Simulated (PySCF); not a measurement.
# revPBE/def2-TZVPP run of H2O2 (SMILES OO)

What is the energy change on altering one bond length of H2O2 at revPBE/def2-TZVPP? The job is set up through a Python script.

The calculation is run with PySCF 2.14.0.

3 further runs of the same task are left out: 3 set aside as unsound or not needed.

### 1 The molecule

H2O2: 4 atoms, total charge 0, spin state singlet. SMILES: `OO`. The coordinates come from a PBE0-D4/def2-TZVP relaxation.

Bond lengths: O1–O2 1.426 Å, O1–H3 0.965 Å, O2–H4 0.965 Å. Angles: O1–O2–H4 101.1°, O2–O1–H3 101.1°.

### 2 The energy at revPBE/def2-TZVPP

Input file geometry.xyz:

```xyz
4

O     -0.486800    -0.581100     0.030600
O      0.048300     0.728400     0.206900
H      0.186400    -1.117000     0.467400
H      0.252100     0.969800    -0.704900
```

Input file job.py:

```python
# OO
from pyscf import gto, dft

mol = gto.Mole()
mol.atom = 'geometry.xyz'
mol.basis = 'def2-tzvpp'
mol.max_memory = 1860
mol.verbose = 4
mol.build()

myscf = dft.RKS(mol, xc='revpbe')
myscf.grids.level = 5
myscf.conv_tol = 1e-10
myscf.kernel()
if not myscf.converged:
    myscf = myscf.newton().run(myscf.mo_coeff, myscf.mo_occ)

e_tot = myscf.e_tot
print('Final energy', e_tot)
```

Launch:

```sh
$ OMP_NUM_THREADS=1 python job.py
```

Output:

```text
PySCF version 2.14.0

[INPUT] num. atoms = 4
[INPUT] num. electrons = 18
[INPUT] charge = 0
[INPUT] spin (= nelec alpha-beta = 2S) = 0
[INPUT] symmetry False subgroup None
[INPUT] Mole.unit = angstrom
[INPUT] Symbol           X                Y                Z      unit          X                Y                Z       unit  Magmom
[INPUT]  1 O     -0.486800000000  -0.581100000000   0.030600000000 AA   -0.919918677438  -1.098119850985   0.057825619412 Bohr   0.0
[INPUT]  2 O      0.048300000000   0.728400000000   0.206900000000 AA    0.091273771816   1.376476509133   0.390984335173 Bohr   0.0
[INPUT]  3 H      0.186400000000  -1.117000000000   0.467400000000 AA    0.352244949619  -2.110824081139   0.883257990622 Bohr   0.0
[INPUT]  4 H      0.252100000000   0.969800000000  -0.704900000000 AA    0.476399956003   1.832656395603  -1.332067945206 Bohr   0.0

nuclear repulsion = 37.2831187913281
number of shells = 34
number of NR pGTOs = 124
number of NR cGTOs = 90
basis = def2-tzvpp
ecp = {}

******** <class 'pyscf.dft.rks.RKS'> ********
method = RKS
initial guess = minao
damping factor = 0
level_shift factor = 0
DIIS = <class 'pyscf.scf.diis.CDIIS'>
diis_start_cycle = 1
diis_space = 8
diis_damp = 0
SCF conv_tol = 1e-10
SCF conv_tol_grad = None
SCF max_cycles = 50
direct_scf = True
direct_scf_tol = 1e-13
XC library pyscf.dft.libxc version 7.0.0
    S. Lehtola, C. Steigemann, M. J.T. Oliveira, and M. A.L. Marques.,  SoftwareX 7, 1–5 (2018)
XC functionals = revpbe
    Y. Zhang and W. Yang.,  Phys. Rev. Lett. 80, 890 (1998)
    J. P. Perdew, K. Burke, and M. Ernzerhof.,  Phys. Rev. Lett. 77, 3865 (1996)
    J. P. Perdew, K. Burke, and M. Ernzerhof.,  Phys. Rev. Lett. 78, 1396 (1997)
radial grids:
    Treutler-Ahlrichs [JCP 102, 346 (1995); DOI:10.1063/1.469408] (M4) radial grids

becke partition: Becke, JCP 88, 2547 (1988); DOI:10.1063/1.454033
pruning grids: <function nwchem_prune>
grids dens level: 5
symmetrized grids: False
atomic radii adjust function: <function treutler_atomic_radii_adjust>
small_rho_cutoff = 0
Set gradient conv threshold to 1e-05
Initial guess from minao.
tot grids = 133040
init E= -151.693994726321
  HOMO = -0.33255574186907  LUMO = -0.095199147275423  gap/eV = 6.45880
cycle= 1 E= -151.512128084471  delta_E= 0.182  |g|= 0.587  |ddm|= 1.44
  HOMO = -0.113416366641658  LUMO = 0.0238749213997921  gap/eV = 3.73589
cycle= 2 E= -151.415720962312  delta_E= 0.0964  |g|= 0.937  |ddm|= 0.94
  HOMO = -0.23156019913323  LUMO = -0.031425947383617  gap/eV = 5.44593
cycle= 3 E= -151.576493129354  delta_E= -0.161  |g|= 0.0745  |ddm|= 0.595
  HOMO = -0.224901351447115  LUMO = -0.0215813043387786  gap/eV = 5.53262
cycle= 4 E= -151.577415225484  delta_E= -0.000922  |g|= 0.0124  |ddm|= 0.0433
  HOMO = -0.225417916267801  LUMO = -0.022122665373518  gap/eV = 5.53195
cycle= 5 E= -151.577441675995  delta_E= -2.65e-05  |g|= 0.0014  |ddm|= 0.00678
  HOMO = -0.225577278640629  LUMO = -0.0222855404498282  gap/eV = 5.53185
cycle= 6 E= -151.577441986518  delta_E= -3.11e-07  |g|= 0.000284  |ddm|= 0.000991
  HOMO = -0.225592846142675  LUMO = -0.0222942826674876  gap/eV = 5.53204
cycle= 7 E= -151.577442001951  delta_E= -1.54e-08  |g|= 5.35e-05  |ddm|= 0.000322
  HOMO = -0.225591845101968  LUMO = -0.0222943834853142  gap/eV = 5.53201
cycle= 8 E= -151.577442002404  delta_E= -4.52e-10  |g|= 2.3e-05  |ddm|= 7.08e-05
  HOMO = -0.225591637905635  LUMO = -0.0222940536050727  gap/eV = 5.53201
cycle= 9 E= -151.577442002444  delta_E= -4.07e-11  |g|= 1.75e-05  |ddm|= 1.77e-05
  HOMO = -0.225591487365467  LUMO = -0.0222938030796956  gap/eV = 5.53201
cycle= 10 E= -151.577442002496  delta_E= -5.16e-11  |g|= 1.92e-07  |ddm|= 8.33e-06
  HOMO = -0.225591449500946  LUMO = -0.0222937659098578  gap/eV = 5.53201
Extra cycle  E= -151.577442002497  delta_E= -7.67e-13  |g|= 2.2e-07  |ddm|= 3.33e-07
converged SCF energy = -151.577442002497
Final energy -151.57744200249664
```

Wall time 6.3 s (1 thread of Arm Neoverse V2, shared host); peak memory 0.45 GiB.

### 3 The distorted shape at the same level

Input file job.py:

```python
from pyscf import gto, dft

molecule = gto.M(
    atom='''
O     -1.937702    -0.287913    -0.602554
O     -0.926510     2.186683    -0.269396
H      0.352245    -2.110824     0.883258
H     -0.541384     2.642863    -1.992448
''',
    max_memory=1860,
    unit='bohr',
    spin=0,
    verbose=3,
    charge=0,
    basis='def2-tzvpp',
)

ks = dft.RKS(molecule)
ks.xc = 'revpbe'
ks.conv_tol = 1e-10
ks.grids.level = 5
ks.kernel()
if not ks.converged:
    ks = ks.newton().run(ks.mo_coeff, ks.mo_occ)

energy = ks.e_tot
print('E(%s) = %.9f' % ('REVPBE', energy))
```

Launch:

```sh
$ OMP_NUM_THREADS=1 python job.py
```

Output:

```text
converged SCF energy = -151.464820989634
E(REVPBE) = -151.464820990
```

Wall time 7.2 s (1 thread of Arm Neoverse V2, shared host); peak memory 0.45 GiB.

### 4 What came out

Level: revPBE/def2-TZVPP.

```
                                                         quantity          value
                                        first shape: total energy  -151.57744 Eh
                                       first shape: dipole moment         1.73 D
                                         first shape: HOMO energy       -6.14 eV
                                         first shape: LUMO energy       -0.61 eV
                                       first shape: HOMO–LUMO gap        5.53 eV
                                    distorted shape: total energy  -151.46482 Eh
                                   distorted shape: dipole moment         1.67 D
                                     distorted shape: HOMO energy       -6.21 eV
                                     distorted shape: LUMO energy       -4.38 eV
                                   distorted shape: HOMO–LUMO gap        1.83 eV
energy change with the O1–H3 bond stretched from 0.965 to 1.737 Å       3.065 eV
```

What this shows: One bond (distorted shape) is far stretched, which a spin-restricted single reference describes badly; a broken-symmetry solution may lie lower. With the O1–H3 bond stretched from 0.965 to 1.737 Å the energy rises by 3.06 eV (296 kJ/mol). The first shape isn't relaxed at this level, so the change isn't measured from a minimum. A restricted reference can't describe the breaking bond well at this length. Mulliken charges (first shape) run from -0.22 on O1 to +0.22 on H3; they depend strongly on the basis. Mulliken charges (distorted shape) run from -0.22 on O1 to +0.22 on H4.
